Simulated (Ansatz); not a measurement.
Relaxation of C$_{2}$H$_{3}$O (6 atoms, charge 0, multiplicity 2), to a largest force component of 0.02 eV/Å in at most 50 steps.

Level of theory: UKS BHLYP-D4/STO-3G (Ansatz).

```xyz
6
Properties=species:S:1:pos:R:3
C -0.796 -0.295 -0.226
C 0.360 0.323 0.301
O 0.053 -1.069 0.351
H -0.923 -0.620 -1.244
H 1.097 0.667 -0.430
H 0.252 0.930 1.201
```

Task: Where does it end, and by what steps?

Result: It converged. Limits of this set-up: minimal basis. After 5 steps the energy has fallen by 0.868 eV; H4 moved furthest, 0.17 Å.

| step | energy less start (eV) | largest force component (eV/Å) | accepted |
| --- | --- | --- | --- |
| 0 | 0.0000 | 7.244 | yes |
| 1 | -0.8170 | 1.065 | yes |
| 2 | -0.8620 | 0.258 | yes |
| 3 | -0.8664 | 0.172 | yes |
| 4 | -0.8674 | 0.066 | yes |
| 5 | -0.8677 | 0.017 | yes |

```xyz
6
Properties=species:S:1:pos:R:3
C -0.820 -0.367 -0.268
C 0.349 0.362 0.278
O 0.157 -1.096 0.429
H -1.071 -0.580 -1.316
H 1.188 0.660 -0.360
H 0.239 0.958 1.190
```

Whether the end is a true minimum wasn't checked by a vibrational analysis.

The run took 5.5 s on 1 thread of Arm Neoverse V2, with other jobs on the host, peak memory 0.1 GiB.
